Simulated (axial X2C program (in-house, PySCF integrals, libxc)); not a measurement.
Outer orbitals of CF at 1.271 Å, PBE

Computed with an in-house relativistic program for diatomic molecules. Spin-free means the one-electron spin-free X2C Hamiltonian; two-component (2c) means X2C with spin–orbit coupling and atomic mean-field two-electron Coulomb and Gaunt terms, so the difference of the two also holds small scalar two-electron terms. Basis: F dyall-av3z [7s6p3d2f], C dyall-v3z [7s6p2d1f] (cores contracted in-house); Gaussian nuclei, density fitting, unrestricted open shells. Masses: F 18.998 u, C 12.000 u.

The distance is close to the 2c PBE0 minimum; the highest filled and lowest empty levels are listed.

Spin-free orbitals, state M_S = 1/2, Λ = 1 (beyond evenly filled blocks: π+α) (Löwdin shares):

```tsv
symmetry	occupied	ε (eV)	atomic character
σα	yes	-33.69	69% F s, 13% C p, 8% C s
σβ	yes	-33.48	69% F s, 13% C p, 8% C s
σα	yes	-17.43	68% F p, 16% C s, 10% F s
σβ	yes	-16.97	72% F p, 13% C s, 9% F s
π+α	yes	-13.49	82% F p, 14% C p, 3% C d
π-α	yes	-13.49	82% F p, 14% C p, 3% C d
π-β	yes	-13.13	84% F p, 11% C p, 4% C d
π+β	yes	-13.13	84% F p, 11% C p, 4% C d
σα	yes	-10.08	43% C s, 30% C p, 17% F p
σβ	yes	-9.16	45% C s, 30% C p, 14% F p
π+α	yes	-4.51	73% C p, 14% F p, 8% F d
π-α	no	-4.51	73% C p, 14% F p, 8% F d
π-β	no	-2.99	75% C p, 12% F p, 8% F d
π+β	no	-2.99	75% C p, 12% F p, 8% F d
σα	no	0.90	43% F s, 24% F p, 24% C p
```

A filled and an empty partner (Λ and −Λ, same spin) share one energy because the functional has no current term.

Spinors with spin–orbit coupling (state Ω = 1/2):

| ω | occupied | ε (eV) | atomic character | λ mixture |
| --- | --- | --- | --- | --- |
| -1/2 | yes | -33.69 | 69% F s, 13% C p, 8% C s | 100% σ |
| 1/2 | yes | -33.49 | 69% F s, 13% C p, 8% C s | 100% σ |
| -1/2 | yes | -17.43 | 68% F p, 16% C s, 10% F s | 100% σ |
| 1/2 | yes | -16.97 | 72% F p, 13% C s, 9% F s | 100% σ |
| 1/2 | yes | -13.51 | 82% F p, 14% C p, 3% C d | 100% π |
| -3/2 | yes | -13.48 | 82% F p, 14% C p, 3% C d | 100% π |
| -1/2 | yes | -13.15 | 84% F p, 11% C p, 4% C d | 100% π |
| 3/2 | yes | -13.12 | 84% F p, 11% C p, 4% C d | 100% π |
| -1/2 | yes | -10.08 | 43% C s, 30% C p, 17% F p | 100% σ |
| 1/2 | yes | -9.16 | 45% C s, 30% C p, 14% F p | 100% σ |
| 1/2 | yes | -4.51 | 73% C p, 14% F p, 8% F d | 100% π |
| -3/2 | no | -4.50 | 73% C p, 14% F p, 8% F d | 100% π |
| -1/2 | no | -3.00 | 75% C p, 12% F p, 8% F d | 100% π |
| 3/2 | no | -2.99 | 75% C p, 12% F p, 8% F d | 100% π |
| -1/2 | no | 0.90 | 43% F s, 24% F p, 24% C p | 100% σ |

Mulliken charges and populations of the two-component result (they depend on the basis, above all on diffuse functions):

F -0.07 e (s 3.95 p 5.09 d 0.03), C 0.07 e (s 3.81 p 2.03 d 0.08 f 0.01). ⟨Lz⟩ = 1.00 ħ and ⟨Sz⟩ = -0.50 ħ (0.00 and -0.50 on the two atoms), which add up to Ω.

The state is a single determinant with fixed occupations, the lowest that a limited PBE0 search found. Density functionals use the spin component along the axis (collinear). Without a current term, density functionals place determinants with orbital angular momentum somewhat too high.
